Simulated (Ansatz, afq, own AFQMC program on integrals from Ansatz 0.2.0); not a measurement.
Integrals from Ansatz 0.2.0, then the random walk in our own AFQMC program (afq).

```yaml
crystal:
  periodic: [false, false, false]
  atoms:
    - {symbol: Al, position_ang: [0.000000, -0.017884, 0.577394]}
    - {symbol: N, position_ang: [0.000000, 0.034966, -0.861636]}
    - {symbol: H, position_ang: [0.000000, 0.099470, 2.131754]}
    - {symbol: H, position_ang: [0.000000, -0.116552, -1.847513]}
basis:
  gaussian: {orbitals: cc-pVDZ}
magnetization: {spin_polarized: false}
correlation: {method: ccsd_t, electrons: outside_noble_gas, hamiltonian_folder: ham}
```

```sh
$ ansatz run in.yaml --threads 1 --pin off --events-out ev --progress --plain --max-ram 1382MiB
```

Options of the walk:

```
--method free --trial cid --walkers 2 --time-step 0.02 --max-blocks 120 --target-error 0.00076 --factor-cut 1e-06 --seed 3695 --times 0.0,0.2,0.4,0.8,1.2 --taylor-order 10
```

Times are imaginary, in 1/Eh. The walk had a cap of 90 s.

```
orbitals 36  electrons 5 5  factors 312 of 404
reference energy -297.42469419 Eh
CCSD correlation -0.24865609 Eh in 12 cycles, weight of the determinant in the CISD state 0.8879
repeat  energy at the last time / Eh  error
    10  -297.685370  0.005181
    20  -297.685960  0.003838
    30  -297.683592  0.003286
    40  -297.683928  0.003487
    50  -297.684756  0.002872
    60  -297.684000  0.002327
    70  -297.682754  0.002134
    80  -297.682875  0.001987
    90  -297.681886  0.001895
   100  -297.681656  0.001756
   110  -297.681834  0.001646
   120  -297.682191  0.001584
time / (1/Eh)  energy / Eh  error  mean overlap
  0.00  -297.676746  0.002000  1.1244
  0.20  -297.680093  0.001730  1.0943
  0.40  -297.678017  0.001169  1.1164
  0.80  -297.681340  0.001545  1.0854
  1.20  -297.682191  0.001584  1.0752
energy -297.682191 +/- 0.001584 Eh
```

The run passed its tests (error under three times the target), which doesn't prove that it has relaxed.

Against this walk (error 43.1 meV) on the same determinant: CCSD(T) 14.2 meV higher (within the noise), CCSDT(Q) 34.0 meV lower (within the noise). The error is statistical, and a free projection of finite length keeps a remainder of its start.

A setting was made bad on purpose (too few walkers), so the walk's energy isn't to be trusted.

Cautions: remainder of the start not in the error; error above the target (43.1 against 20.7 meV); higher spins were not checked; raised T1 diagnostic (T1 0.024, weight of the determinant 0.89, largest double 0.06); so few walkers bias the energy.

CCSDT and higher add their correlation energy to the determinant of the CCSD(T) run, since their own runs factorise the integrals more tightly (a shift of under 2 meV). A walk keeps the symmetry of its determinant, which the program's search chose and which needn't be the lowest solution, so a lower state of the same spin and another symmetry isn't excluded.
